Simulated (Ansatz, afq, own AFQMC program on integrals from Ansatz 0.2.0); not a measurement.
# Where AFQMC and coupled cluster stand for SiNH⁺, doublet

```xyz
3

Si    0.0000    0.0330    0.6059
N     0.0000   -0.1138   -1.0890
H     0.0000    0.6631   -1.7496
```

Connectivity, by distances: Si–NH.

Basis aug-cc-pVDZ. Only valence electrons are correlated. Integrals, coupled cluster, full CI and functionals: Ansatz 0.2.0; the random walks run on the same integrals in our own AFQMC program. The CISD trial takes its coefficients from CCSD amplitudes. Released means that phaseless walkers are propagated on without the constraint, phases kept. Uncertainties: one standard error, sampling alone.

Determinant: UHF, the one that the program's search chose, which needn't be the lowest solution. The geometry is a PBE0/def2-TZVP stationary point of this or a neighbouring charge and spin state.

No full CI on the walks' own integrals is used here; CCSDT(Q) serves as the reference and is uncertain by about the last step of the cluster series.

The T1 diagnostic is 0.0233 and the weight of the determinant in the CISD state is 0.880. The ⟨S²⟩ of the determinant is 0.764 and the size of the correlated space is 9 electrons in 53 orbitals.

Reference: CCSDT(Q), correlation energy -6.442 eV. The released energy is read at 2.40 1/Eh (meV from the phaseless value at times in 1/Eh: -11 ± 5 at 0.24, -12 ± 4 at 0.51, -14 ± 3 at 0.99, -21 ± 4 at 1.62, -19 ± 5 at 2.40).

| level | E − E(reference) (mEh) | share of correlation (%) |
| --- | --- | --- |
| HF | 236.72 | 0.00 |
| MP2 | 39.12 | 83.47 |
| CCSD | 9.50 | 95.99 |
| CCSD(T) | 1.79 | 99.24 |
| CCSDT | 0.65 | 99.72 |
| ph-AFQMC/CISD | 0.78 ± 0.14 | 99.67 |
| released AFQMC | 0.09 ± 0.18 | 99.96 |

A walk keeps the symmetry of its determinant, which the program's search chose and which needn't be the lowest solution, so a lower state of the same spin and another symmetry isn't excluded. Released energies are given only where the last usable release times agree within the noise; a slower fall can still hide under it.
